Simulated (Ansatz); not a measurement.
# C2H3NO: functionals against CCSD(T) at one geometry

One table from this session's results is given with a row withheld; the runs are named, their logs left out.

Program: Ansatz 0.2.0, Gaussian basis. Level of theory: single points in def2-TZVPP. These are calculated values, not measurements.

Correlated methods freeze the cores.

### Starting geometry

7 atoms, charge 0, spin multiplicity 1.

Atoms are counted from 1 here; the program's logs count them from 0.

Bond lengths: C1–N2 1.243 Å, C1–H5 1.235 Å, C1–H6 1.265 Å, N2–C3 1.365 Å, C3–O4 1.272 Å, C3–H7 1.068 Å. Angles: N2–C1–H5 123.1°, N2–C1–H6 122.8°, H5–C1–H6 114.0°, C1–N2–C3 143.9°, N2–C3–O4 125.7°, N2–C3–H7 113.1°, O4–C3–H7 120.0°.

Coordinates:

```mol
C2H3NO
  3D, bonds by distance, orders not assigned

  7  6  0  0  0  0  0  0  0  0999 V2000
   -0.7280    0.9387   -0.0502 C   0  0
   -0.0023    0.0561    0.4399 N   0  0
    0.8122   -0.9970    0.1368 C   0  0
    0.4327   -2.1935   -0.0709 O   0  0
   -0.7637    1.1876   -1.2596 H   0  0
   -1.4547    1.6983    0.6533 H   0  0
    1.8469   -0.7855    0.2977 H   0  0
  1  2  8  0
  1  5  8  0
  1  6  8  0
  2  3  8  0
  3  4  8  0
  3  7  8  0
M  END
```

The first run:

Input file run/in.yaml:

```yaml
crystal:
  periodic: [false, false, false]
  atoms:
    - {symbol: C, position_ang: [-0.728000, 0.938700, -0.050200]}
    - {symbol: N, position_ang: [-0.002300, 0.056100, 0.439900]}
    - {symbol: C, position_ang: [0.812200, -0.997000, 0.136800]}
    - {symbol: O, position_ang: [0.432700, -2.193500, -0.070900]}
    - {symbol: H, position_ang: [-0.763700, 1.187600, -1.259600]}
    - {symbol: H, position_ang: [-1.454700, 1.698300, 0.653300]}
    - {symbol: H, position_ang: [1.846900, -0.785500, 0.297700]}
basis:
  gaussian: {orbitals: def2-TZVPP}
correlation: {method: ccsd_t}
output: {forces: true}
```

The command line of these runs was not kept.

Steps of the session up to this table: CCSD(T)/def2-TZVPP; PBE0-D4/def2-TZVPP; wB97M-V/def2-TZVPP; r2SCAN-D4/def2-TZVPP; PBE-D4/def2-TZVPP; SPW92/def2-TZVPP; HSE06-D4/def2-TZVPP.

One table of the session follows, with a row left open; its other results are not shown here.

| method | RMS force component (eV/Å) | angle to CCSD(T) forces (°) | dipole (D) |
| --- | --- | --- | --- |
| CCSD(T) | 1.847 | reference | 3.91 |
| PBE0-D4 | 1.872 | 11.6 | 4.13 |
| wB97M-V | 1.895 | 9.9 | 4.13 |
| r2SCAN-D4 | 1.757 | 8.4 | 4.03 |
| PBE-D4 | 1.642 | 6.7 | 3.89 |
| SPW92 | ? | ? | ? |
| HSE06-D4 | 1.867 | 11.5 | 4.12 |

Q: Estimate the row for SPW92 from the others.

The run gave: RMS force component (eV/Å): 1.709; angle to CCSD(T) forces (°): 14.1; dipole (D): 4.06. In the column «RMS force component (eV/Å)» it lies between PBE-D4 (1.642) and r2SCAN-D4 (1.757).
